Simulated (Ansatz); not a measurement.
Abstraction of F: HOF + MgH → OH + MgHF

Species: HOF (hypofluorous acid) `OF`, singlet; MgH, doublet; OH, doublet; MgHF `[F][MgH]`, singlet. A radical takes F: the energy is the difference in strength between the O–F bond broken and the Mg–F bond made.

Shapes, held fixed at every level: PBE0-D4/def2-TZVP. Programs: Ansatz 0.2.0. The zero-point and thermal change to 298 K, harmonic and unscaled (PBE0-D4/def2-TZVP), is -4.6 kJ/mol.

```json
{"level": "MP2/def2-SVP", "kind": "perturbation theory", "ΔH(298 K) (kJ/mol)": "-402.3", "less CCSD(T)/def2-TZVPP": "-11.4"}
{"level": "HF/def2-SVP", "kind": "Hartree–Fock", "ΔH(298 K) (kJ/mol)": "-480.8", "less CCSD(T)/def2-TZVPP": "-89.9"}
{"level": "r2SCAN-D4/def2-TZVPP", "kind": "meta-GGA", "ΔH(298 K) (kJ/mol)": "-381.6", "less CCSD(T)/def2-TZVPP": "+9.3"}
{"level": "wB97X-V/def2-TZVPP", "kind": "range-separated hybrid", "ΔH(298 K) (kJ/mol)": "-389.7", "less CCSD(T)/def2-TZVPP": "+1.2"}
{"level": "CCSD(T)/def2-SVP", "kind": "coupled cluster or CI", "ΔH(298 K) (kJ/mol)": "-395.1", "less CCSD(T)/def2-TZVPP": "-4.2"}
{"level": "CCSD/def2-SVP", "kind": "coupled cluster or CI", "ΔH(298 K) (kJ/mol)": "-406.4", "less CCSD(T)/def2-TZVPP": "-15.5"}
{"level": "CCSD(T)/def2-TZVPP", "kind": "coupled cluster or CI", "ΔH(298 K) (kJ/mol)": "-390.9", "less CCSD(T)/def2-TZVPP": "0.0"}
```

The highest level, CCSD(T)/def2-TZVPP, gives ΔH(298 K) = -390.9 kJ/mol; the levels span -480.8 to -381.6. The column of differences is taken from that level and isn't an error. No measured value is set beside it here. Open shells run unrestricted. Outer-core shells of Mg are correlated, in sets that cover them unevenly.
